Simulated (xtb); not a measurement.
xtb input (GFN2-xTB):

```bash
xtb mol.xyz --gfn 2 --ohess tight --chrg 0 --uhf 0
```
mol.xyz:
```
5

C     -0.02306783    -0.02330365     0.14995103
Cl    -0.03571978     1.49172596    -0.81350080
Cl     0.01049294    -1.48251429    -0.80822833
H     -0.92731842     0.03366414     0.77395185
H      0.92619006     0.03247738     0.76870371
```

Output:

```
           -------------------------------------------------
          |                Calculation Setup                |
           -------------------------------------------------

           -------------------------------------------------
          |                 G F N 2 - x T B                 |
           -------------------------------------------------

        Reference                      10.1021/acs.jctc.8b01176
      * Hamiltonian:
        H0-scaling (s, p, d)           1.850000    2.230000    2.230000
        zeta-weighting                 0.500000
      * Dispersion:
        s8                             2.700000
        a1                             0.520000
        a2                             5.000000
        s9                             5.000000
      * Repulsion:
        kExp                           1.500000    1.000000
        rExp                           1.000000
      * Coulomb:
        alpha                          2.000000
        third order                    shell-resolved
        anisotropic                    true
        a3                             3.000000
        a5                             4.000000
        cn-shift                       1.200000
        cn-exp                         4.000000
        max-rad                        5.000000

          ...................................................
          :                      SETUP                      :
          :.................................................:
          :  # basis functions                  26          :
          :  # atomic orbitals                  24          :
          :  # shells                           10          :
          :  # electrons                        20          :
          :  max. iterations                   250          :
          :  Hamiltonian                  GFN2-xTB          :
          :  restarted?                      false          :
          :  GBSA solvation                  false          :
          :  PC potential                    false          :
          :  electronic temp.          300.0000000     K    :
          :  accuracy                    1.0000000          :
          :  -> integral cutoff          0.2500000E+02      :
          :  -> integral neglect         0.1000000E-07      :
          :  -> SCF convergence          0.1000000E-05 Eh   :
          :  -> wf. convergence          0.1000000E-03 e    :
          :  Broyden damping             0.4000000          :
          :  net charge                          0          :
          :  unpaired electrons                  0          :
          ...................................................

 iter      E             dE          RMSdq      gap      omega  full diag
   1    -12.2430772 -0.122431E+02  0.563E+00    6.52       0.0  T
   2    -12.2753110 -0.322338E-01  0.363E+00    5.92       1.0  T
   3    -12.2787627 -0.345175E-02  0.179E+00    6.11       1.0  T
   4    -12.2796337 -0.870971E-03  0.155E-01    6.01       1.0  T
   5    -12.2796391 -0.543390E-05  0.100E-01    6.01       1.0  T
   6    -12.2796593 -0.201634E-04  0.594E-02    6.00       1.0  T
[...]
   full:        1.825       0.050      -2.678      -0.024       0.047       0.853

           -------------------------------------------------
          |                Geometry Summary                 |
           -------------------------------------------------

      molecular mass/u    :       84.9324926
   center of mass at/Å    :       -0.0134486       0.0057746      -0.6499415
  moments of inertia/u·Å² :        0.1615315E+02   0.1532108E+03   0.1660762E+03
rotational constants/cm⁻¹ :        0.1043613E+01   0.1100290E+00   0.1015054E+00

 * 4 selected distances

     #   Z          #   Z                                           value/Å
     1   6 C        2  17 Cl                                      1.7715924
     1   6 C        3  17 Cl                                      1.7720796 (max)
     1   6 C        4   1 H                                       1.0886681 (min)
     1   6 C        5   1 H                                       1.0889795

 * 2 distinct bonds (by element types)

   Z      Z             #   av. dist./Å        max./Å        min./Å
   1 H    6 C           2     1.0888238     1.0889795     1.0886681
   6 C   17 Cl          2     1.7718360     1.7720796     1.7715924

           -------------------------------------------------
          |               Frequency Printout                |
           -------------------------------------------------
 projected vibrational frequencies (cm⁻¹)
eigval :       -0.00    -0.00    -0.00    -0.00     0.00     0.00
eigval :      255.44   661.85   684.32   865.92  1099.66  1177.19
eigval :     1371.44  2974.96  2986.10
 reduced masses (amu)
   1: 24.11   2: 33.45   3: 29.52   4: 30.85   5: 35.00   6: 20.97   7: 32.00   8: 16.82
   9: 18.36  10:  4.65  11:  1.38  12:  2.33  13:  1.82  14:  1.44  15:  2.08
 IR intensities (km·mol⁻¹)
   1:  2.59   2:  0.13   3:  0.32   4:  0.56   5:  0.50   6:  5.28   7:  2.17   8: 15.66
   9:  7.32  10:  2.29  11:  0.00  12:106.22  13:  0.73  14:  1.46  15:  2.93
 Raman intensities (Ä⁴*amu⁻¹)
   1:  0.00   2:  0.00   3:  0.00   4:  0.00   5:  0.00   6:  0.00   7:  0.00   8:  0.00
   9:  0.00  10:  0.00  11:  0.00  12:  0.00  13:  0.00  14:  0.00  15:  0.00
 output can be read by thermo (or use thermo option).
 writing <g98.out> molden fake output.
 recommended (thermochemical) frequency scaling factor: 1.0
Molecule has the following symmetry elements: (C2) 2*(sigma)
It seems to be the C2v point group
Note: The following floating-point exceptions are signalling: IEEE_UNDERFLOW_FLAG IEEE_DENORMAL
normal termination of xtb
           -------------------------------------------------
          |             Thermodynamic Functions             |
           -------------------------------------------------

c2v symmetry found (for desy threshold:  0.10E+00) used in thermo

          ...................................................
          :                      SETUP                      :
          :.................................................:
          :  # frequencies                           9      :
          :  # imaginary freq.                       0      :
          :  linear?                             false      :
          :  only rotor calc.                    false      :
          :  symmetry                              c2v      :
          :  rotational number                       2      :
          :  scaling factor                  1.0000000      :
          :  rotor cutoff                   50.0000000 cm⁻¹ :
          :  imag. cutoff                  -20.0000000 cm⁻¹ :
          :.................................................:

    mode    ω/cm⁻¹     T·S(HO)/kcal·mol⁻¹    T·S(FR)/kcal·mol⁻¹   T·S(vib)
   ------------------------------------------------------------------------
       1    255.44    -0.50468 ( 99.85%)    -0.57321 (  0.15%)    -0.50478
   ------------------------------------------------------------------------

   temp. (K)  partition function   enthalpy   heat capacity  entropy
                                   cal/mol     cal/K/mol   cal/K/mol   J/K/mol
 298.15  VIB   1.57                  527.154      4.682      2.661
         ROT  0.245E+05              888.752      2.981     23.064
         INT  0.384E+05             1415.906      7.663     25.725
         TR   0.757E+27             1481.254      4.968     39.213
         TOT                        2897.1602    12.6310    64.9384   271.7023

       T/K    H(0)-H(T)+PV         H(T)/Eh          T*S/Eh         G(T)/Eh
   ------------------------------------------------------------------------
    298.15    0.461692E-02    0.321301E-01    0.308543E-01    0.127573E-02
   ------------------------------------------------------------------------

         :::::::::::::::::::::::::::::::::::::::::::::::::::::
         ::                  THERMODYNAMIC                  ::
         :::::::::::::::::::::::::::::::::::::::::::::::::::::
         :: total free energy         -12.244692417023 Eh   ::
         ::.................................................::
         :: total energy              -12.245968147566 Eh   ::
         :: zero point energy           0.027513141838 Eh   ::
         :: G(RRHO) w/o ZPVE           -0.026237411295 Eh   ::
         :: G(RRHO) contrib.            0.001275730543 Eh   ::
         :::::::::::::::::::::::::::::::::::::::::::::::::::::

optimized geometry written to: xtbopt.xyz

           -------------------------------------------------
          | TOTAL ENERGY              -12.245968147566 Eh   |
          | TOTAL ENTHALPY            -12.213838087042 Eh   |
          | TOTAL FREE ENERGY         -12.244692417023 Eh   |
          | GRADIENT NORM               0.000296679050 Eh/α |
          | HOMO-LUMO GAP               6.146839418946 eV   |
           -------------------------------------------------

------------------------------------------------------------------------
------------------------------------------------------------------------
 total:
 SCF:
 ANC optimizer:
 analytical hessian:
```
